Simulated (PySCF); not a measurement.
**Li⁻: electron affinity in aug-cc-pCVDZ**

Each state of lithium is computed at each level; their differences give the electron affinity. How far do the methods differ?

Method: unrestricted determinants in a Gaussian basis, no spin-orbit coupling in the energies. Code: PySCF 2.14.0.

## Step 1: The system

| Property | Result |
| --- | --- |
| Element | lithium (Z = 3) |
| Basis | aug-cc-pCVDZ (5s4p2d, 27 functions) |
| Hamiltonian | no relativity, point nucleus |
| State 1 | Li⁻: [He] 2s2, closed-shell 1S |
| Needed too, but not shown | Li [He] 2s1 (2S) |
| Methods | CCSD(T) |
| Core shells frozen in the correlated runs | valence: 1s2 (for Li⁻) |

Outer shells as boxes (Hund's rule):

Li- [He] 2s2
```
[He] core
2s [↑↓]
```

One driver process ran all states and methods and kept the integrals in memory. Each run is shown as a PySCF script that sums up its settings (the driver passes frozen orbitals as a list and adds second-order terms of double hybrids); the logs are those of the runs themselves. The driver starts from symmetry-adapted Hartree-Fock orbitals, holds the occupation by maximum overlap and uses a logarithmic radial grid for functionals, so a plain start would take other cycles.

The integrals over 27 functions and the set-up took 0.03 s of CPU time.

## Step 2: Li⁻, at CCSD(T) (valence)

Level: CCSD(T) (valence).

File input.py:

```python
from pyscf import gto, scf, dft, mp, cc
import basis_set_exchange as bse
mol = gto.M(atom="Li 0 0 0", charge=-1, spin=0, symmetry="D2h",
            basis=gto.basis.parse(bse.get_basis("aug-cc-pCVDZ", elements=["Li"], fmt="nwchem")))
mf = scf.UHF(mol)
mf.irrep_nelec = {'Ag': (2, 2)}
mf.kernel()
mycc = cc.CCSD(mf, frozen=1).run()
mycc.ccsd_t()
```

Q: Predict the outcome of this session.

**Answer**, as computed:

```
             quantity                                                value
electron affinity, Li  UHF -0.126, FCI (valence) 0.609 eV; reference 0.618
```

Each level's miss (mean over 1 difference):

```
           method  mean absolute miss against the measured value (with the measured fine structure taken into account where it is known) (eV)
              UHF                                                                                                                       0.744
    MP2 (valence)                                                                                                                       0.304
SCS-MP2 (valence)                                                                                                                       0.216
   CCSD (valence)                                                                                                                       0.009
CCSD(T) (valence)                                                                                                                       0.009
  CCSDT (valence)                                                                                                                       0.009
    FCI (valence)                                                                                                                       0.009
```

What this shows: Against experiment CCSD (valence) comes closest (off by 0.01 eV), level with CCSD(T) (valence) and UHF is farthest (0.74 eV). Hartree-Fock falls short because the species with more electrons holds more correlation energy, which it lacks. All values hold for this basis alone; no basis-set limit was taken.
